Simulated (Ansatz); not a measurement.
Results of LDA in Ansatz (plane waves, PAW) for fcc Ir.

A relaxed, unreconstructed slab of the (111) face has 6 atoms, two equal faces of 6.291 Å² each and an energy of -69978.1350 eV. A bulk cell of 3 atoms with the same orientation and in-plane k mesh has -34990.1847 eV. Energies are extrapolated to zero smearing.

Settings: plane-wave cutoff 500 eV, 24×24×1 k mesh (along the axes of the cell as run), Fermi–Dirac smearing 0.1 eV, scalar-relativistic PAW data made under PBE.

Worked out: γ = (E_slab − N E_bulk per atom)/2A = [-69978.1350 − 6 × (-34990.1847/3)]/(2 × 6.291) = 0.1776 eV/Å². With 16.022 J/m² per eV/Å² this is 2.85 J/m², or 1.12 eV per surface cell and face.

Ansatz is a first-principles code.
